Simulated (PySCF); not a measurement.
Mayer bond orders and bond lengths

Compound: trans-1-chloro-2-fluoroethylene, C2H2ClF.
Atom-mapped SMILES: `[F:1]/[CH:2]=[CH:3]/[Cl:4]` (hydrogens: H5 on C2; H6 on C3)

Bond orders from the PBE0/pcSseg-2 density (PySCF). Isolated species at its PBE0-D3(BJ)/def2-TZVP geometry, gas phase.

Q: Where do the orders between heavy atoms depart from those drawn in the SMILES?

A: The largest departure is 0.133, at C2–C3 (drawn double, 1.867).

Q: Give the Mayer order of every bond, beside its length.

A: 
```csv
bond,drawn as,length (Å),Mayer order
F1–C2,single,1.332,0.951
C2–C3,double,1.320,1.867
C3–Cl4,single,1.713,1.016
C2–H5,single,1.083,1.010
C3–H6,single,1.081,0.957
```

Q: Sum the orders of all bonds at each heavy atom with more than one neighbour and set the sums beside the valence in the SMILES.

A: C2 3.828 (drawn 4), C3 3.840 (drawn 4). Orders between atoms that aren't bonded are not in these sums.

For a closed shell the Mayer order of atoms A and B is Σ (PS)μν (PS)νμ over the basis functions μ on A and ν on B, with P the density and S the overlap matrix.
